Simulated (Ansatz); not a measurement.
Input for Ansatz (a quantum-chemistry and plane-wave program): R-PBE0/def2-TZVPPD on CH3Cl (SMILES CCl) with ghost functions. Files ending in .json are basis or fitting sets from the Basis Set Exchange.

Ansatz 0.2 input:
```yaml
crystal:
  periodic: [false, false, false]
  atoms:
    - {symbol: C, position_ang: [-1.49512800, 1.12579900, -0.00000200]}
    - {symbol: Cl, position_ang: [-1.40247600, -0.66254400, 0.00013900]}
    - {symbol: H, position_ang: [-0.48106900, 1.51836100, -0.00121600]}
    - {symbol: H, position_ang: [-2.02718100, 1.43516300, 0.89531200]}
    - {symbol: H, position_ang: [-2.02924000, 1.43492300, -0.89417200]}
basis:
  gaussian:
    orbitals: def2-TZVPPD.json
    ghost_atoms:
      - {symbol: Cl, position_ang: [2.13960800, 0.03729800, -0.00013800]}
      - {symbol: H, position_ang: [0.97700200, -0.51405400, 0.00007200]}
hamiltonian:
  xc: {name: PBE0}
scf: {lower_state_search: off}
```

The log:

```
WARN ansatz: RAYON_NUM_THREADS=1 ignored (pool sized by the plan → 1); use --threads N
Functional definition: PBE0
these checks for a lower state are left out or cut short: stability, starts, cluster_reference, orbital_swaps, neighbouring_geometries, increment
integrals: 0.12 GiB planned
1060 factors; their error is unknown
mean field: 0.95 GiB planned
mean field evaluation 1: about -13601.1501 eV, gradient 3.5e1 eV
mean field evaluation 2: about -13599.9329 eV, gradient 4.0e1 eV
mean field evaluation 4: about -13603.9555 eV, gradient 8.2e-1 eV
mean field evaluation 8: about -13603.9815 eV, gradient 3.7e-1 eV
mean field evaluation 16: about -13603.9816 eV, gradient 5.1e-6 eV
mean field -13603.98162787 eV, -499.9371037142 hartree, gradient 5.1e-6 eV, S^2 0.000000; 0 other end points of the search recorded, 0 dependent functions left out
reference -13603.98166547 eV, -499.9371050960 hartree; 13, 13 occupied and 194, 194 virtual orbitals, 1060 factors
Total energy: -13603.98166547 eV, -499.9371050960 hartree
Checks for a lower state left out: stability, starts, cluster_reference, orbital_swaps, neighbouring_geometries, increment
```

The run converged.

Cost: roughly 3 core-seconds.
